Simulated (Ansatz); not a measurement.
hcp Zr

Method: PBE (Ansatz, a first-principles code, PAW).

Numerical settings: plane-wave cutoff 520 eV, 18×18×12 k mesh (along the axes of the cell as run), Fermi–Dirac smearing 0.05 eV, scalar-relativistic PAW data made under PBE.

Cell (relaxed at this level):

```xyz
2
Lattice="1.6163 -2.7996 0.0000 1.6163 2.7996 0.0000 0.0000 0.0000 5.1693" Properties=species:S:1:pos:R:3 pbc="T T T"
Zr     1.6163     0.9332     1.2923
Zr     1.6163    -0.9332     3.8770
```

```
Quantity                                      Result
------------------------------------------  --------
bulk modulus                                93.3 GPa
band gap                                        none
pressure derivative B′ of the bulk modulus       3.2
```

Measured, for comparison: bulk modulus 95.9 GPa (zero-point energy and finite temperature contributions removed, our sources range from 84.3 to 95.9; as tabulated in doi:10.1021/acs.jctc.3c00612). Computed (rounded) less measured: bulk modulus not scored (sources differ).

Note: the bulk modulus comes from volumes at which shape and atoms were relaxed.

Spin–orbit coupling is not included.

The result took very roughly 4 core-minutes.
